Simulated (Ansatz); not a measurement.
Input for Ansatz (development build ahead of 0.2.0):

```yaml
crystal:
  periodic: [false, false, false]
  atoms:
    - { symbol: "N", position_ang: [0.00414, -0.0486, 0.0764] }
    - { symbol: O, position_ang: [-0.43083, 1.01197, 0.15652] }
    - { symbol: O, position_ang: [3.15264, -0.01292, 0.20529] }
    - { symbol: H, position_ang: [3.43434, 0.85833, 0.38457] }
    - { symbol: H, position_ang: [3.94195, -0.48536, -0.04027] }
basis:
  gaussian: { orbitals: def2-SVP }
magnetization:
  spin_polarized: true
  initial_magnetization: 1
hamiltonian:
  xc: hf
correlation:
  method: mp2
  frozen_orbitals: { H: 0, "N": 1, O: 1 }
output:
  forces: true
```

The input is written out in the form of the current development build from the run's settings.

Results

```
Converged                       : yes
Reference energy                : -205.10343 hartree
Correlation energy              : -0.51623 hartree
Total energy                    : -205.61966 hartree
Spin squared of the determinant : 0.790
Stability test                  : minimum
```

Forces (eV/Å):
| atom | Fx | Fy | Fz |
| --- | --- | --- | --- |
| N1 | -1.613 | 3.885 | 0.291 |
| O2 | 1.679 | -3.918 | -0.295 |
| O3 | -1.202 | -1.384 | -0.177 |
| H4 | 0.668 | 1.557 | 0.299 |
| H5 | 0.467 | -0.139 | -0.118 |
